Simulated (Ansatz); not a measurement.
# H$_{3}$Ge–BH$_{2}$, triplet: the ladder up to UCCSDT(Q)

Geometry: a PBE0/def2-TZVP stationary point for this spin, not checked as a minimum.

```yaml
atoms:
  - { symbol: Ge, position_ang: [-0.0092, 0.0000, 0.3056] }
  - { symbol: B, position_ang: [0.1338, 0.0000, -1.8952] }
  - { symbol: H, position_ang: [0.7100, -1.2821, 0.7492] }
  - { symbol: H, position_ang: [0.7100, 1.2821, 0.7492] }
  - { symbol: H, position_ang: [-1.4876, 0.0000, 0.7272] }
  - { symbol: H, position_ang: [-0.3540, -1.0970, -1.9610] }
  - { symbol: H, position_ang: [-0.3540, 1.0970, -1.9610] }
```

Basis cc-pVTZ; Ansatz 0.2.0. Only valence electrons are correlated (noble-gas cores and the filled d shells of p-block atoms frozen), which leaves 12 electrons in 128 orbitals. R marks a restricted (for open shells ROHF) determinant, U an unrestricted one. No spin–orbit coupling is included, and no scalar relativity.

Full CI isn't at hand for all of this; UCCSDT(Q) serves as the reference, and is uncertain by about the last step of the cluster series.

- UHF ⟨S²⟩: 2.013
- T1 diagnostic (RCCSD): 0.0194
- largest doubles amplitude (RCCSD): 0.025
- T1 diagnostic (UCCSD): 0.0146

From what is known of these methods and the diagnostics, rank them by the size of their error in total energy against UCCSDT(Q) in cc-pVTZ, smallest first (an estimate: the text doesn't fix the numbers).
A. UCCSD
B. UMP2
C. UHF
D. UCCSD(T)
E. UCCSDT

E (0.6 kJ/mol), D (4.1 kJ/mol), A (23.8 kJ/mol), B (132.8 kJ/mol), C (696.9 kJ/mol).

All errors are against UCCSDT(Q) in cc-pVTZ. Within each family the higher level lies nearer, as is usual though not guaranteed.

Atomization energy (electronic, same basis, no zero-point term; atoms at the same level, unrestricted beside the R rows where the molecule is a closed shell, but restricted open-shell past Ca, as are all atoms' steps beyond CCSDT(Q)) at UCCSDT(Q): 1611.8 kJ/mol. Errors of other levels:

| level | error (kJ/mol) |
| --- | --- |
| UHF | -336.4 |
| UMP2 | -28.9 |
| UCCSD | -12.6 |
| UCCSD(T) | -1.5 |
| UCCSDT | -0.5 |

This basis is far from its limit, so the value isn't to be set against a measured one.
